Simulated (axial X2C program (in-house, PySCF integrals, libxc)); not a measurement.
**AlCl⁺: properties at the nuclei**

Computed with an in-house all-electron X2C program for linear molecules (integrals from PySCF): two-component X2C with atomic mean-field Coulomb and Gaunt terms, Gaussian nuclei, basis Cl dyall-av3z, Al dyall-v3z with contracted cores.

R = 2.035 Å (near the PBE0 minimum at charge 1 of the determinant lowest at the starting distance; the state shown can have its own minimum elsewhere).

Determinant lowest in the PBE0 search, Ω = 1/2 (⟨Sz⟩ = 0.50, ⟨Lz⟩ = 0.00 at PBE0), spin on the atoms Cl 0.10, Al 0.40:

| level | Eeff magnitude (GV/cm) | Ws magnitude Cl (kHz) | Ws magnitude Al (kHz) | A∥/gI Cl (MHz) | qzz Cl (a.u.) | A∥/gI Al (MHz) | qzz Al (a.u.) |
| --- | --- | --- | --- | --- | --- | --- | --- |
| PBE0 | 0.27 | 0.0583 | 0.148 | 134 | 1.91 | 1540 | -0.92 |
| HF | 0.301 | 0.0695 | 0.16 | 128 | 1.71 | 1630 | -1.13 |
| PBE | 0.251 | 0.0503 | 0.142 | 141 | 1.94 | 1500 | -0.85 |
| BHandHLYP | 0.294 | 0.0656 | 0.159 | 141 | 1.95 | 1620 | -0.97 |
| B3LYP | 0.272 | 0.0567 | 0.152 | 143 | 1.98 | 1580 | -0.90 |

Eeff is the effective electric field on the electron electric dipole moment in this Ω state and Ws the scalar–pseudoscalar constant of the nucleus named (defined with the proton number Z and per Ω); A∥ (defined per Ω) follows by multiplying with gI = μI/(I μN); qzz is the electric field gradient, eQq0 = 234.96 MHz × Q/barn × qzz. The operators were transformed with the bare-nucleus X2C matrices; with these basis sets, hyperfine constants and field gradients can be off by tens of per cent, and where levels differ in sign neither size nor sign is settled.

Q: With gI(35Cl) = 0.5479, Q(35Cl) = -0.08112 barn, gI(27Al) = 1.4566, Q(27Al) = 0.1466 barn (g factors from the IAEA table of nuclear moments by Stone; Q from Pyykkö, Mol. Phys. 2018), turn the PBE0 values of the first state into constants in MHz.

A: A∥(35Cl) = 134 × 0.5479 = 73.4 MHz; eQq0(35Cl) = 234.96 × (-0.08112) × (1.91) = -36.4 MHz; A∥(27Al) = 1540 × 1.4566 = 2240 MHz; eQq0(27Al) = 234.96 × (0.1466) × (-0.92) = -31.7 MHz.

Each state is one determinant with collinear spin. Unrestricted Hartree–Fock can overshoot spin polarisation at the nuclei. The search compared states at one distance, so a state with another bond length can lie lower.
